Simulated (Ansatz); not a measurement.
A nudged elastic band was laid between two geometries of C3H5FO2 (11 atoms, charge 0, multiplicity 1).

Theory: RKS BHLYP-D4/STO-3G (Ansatz).

```yaml
movable_images: 5
climbing_image: yes
spring: 5.0 eV/Å²
optimiser: quadratic models (default)
start_path: through a guess of the saddle point
force_threshold: 0.03 eV/Å
iteration_limit: 60
end_points: relaxed
```

First end point:

```xyz
11
Properties=species:S:1:pos:R:3
C -1.550 0.748 0.425
O -0.866 -0.443 -0.064
C 0.531 -0.300 0.180
F 0.844 -0.210 1.514
C 1.491 -0.895 -0.806
O 1.296 0.560 -0.702
H -2.622 0.585 0.256
H -1.377 0.905 1.500
H -1.234 1.650 -0.121
H 1.100 -1.377 -1.708
H 2.453 -1.281 -0.452
```

Last end point:

```xyz
11
Properties=species:S:1:pos:R:3
C -1.413 0.629 0.082
O -0.774 -0.296 1.002
C 0.607 -0.469 0.676
F 1.168 -1.213 1.680
C 1.205 -0.505 -0.709
O 1.384 0.650 0.193
H -2.365 0.915 0.544
H -0.802 1.528 -0.080
H -1.621 0.159 -0.891
H 0.582 -0.339 -1.591
H 2.095 -1.116 -0.886
```

Task: What changes between the two ends?

Result: No bond is made or broken. The dihedral C1–O2–C3–O6 goes from -77 to 37°.

Task: Give the energies along the band, and the barrier.

Result: It converged. The highest image is number 3 of 0 to 6, 0.107 eV above the first end and 0.029 eV above the last; the last end lies 0.078 eV above the first. A vibrational analysis at the climbing image gives one clearly imaginary mode, 78i cm⁻¹: a first-order saddle point. Limits of this set-up: minimal basis.

| image | path coordinate (Å) | energy (eV) | dihedral C1–O2–C3–O6 (°) |
| --- | --- | --- | --- |
| 0 | 0.00 | 0.000 | -77 |
| 1 | 0.68 | 0.027 | -57 |
| 2 | 1.36 | 0.081 | -35 |
| 3 | 2.04 | 0.107 | -12 |
| 4 | 2.62 | 0.098 | 8 |
| 5 | 3.21 | 0.086 | 24 |
| 6 | 3.79 | 0.078 | 37 |

Task: What is the geometry of the highest image?

Result: 
```xyz
11
Properties=species:S:1:pos:R:3
C -1.465 0.701 0.223
O -0.860 -0.573 0.579
C 0.569 -0.487 0.510
F 1.119 -0.925 1.687
C 1.331 -0.645 -0.782
O 1.195 0.657 -0.107
H -2.549 0.554 0.310
H -1.159 1.511 0.902
H -1.227 1.001 -0.808
H 0.780 -0.762 -1.721
H 2.331 -1.089 -0.772
```

Run time: 3.3 min on 1 thread of Intel(R) Xeon(R) Processor @ 2.50GHz (Skylake/Cascade Lake), with other jobs on the host, peak memory 0.12 GiB.
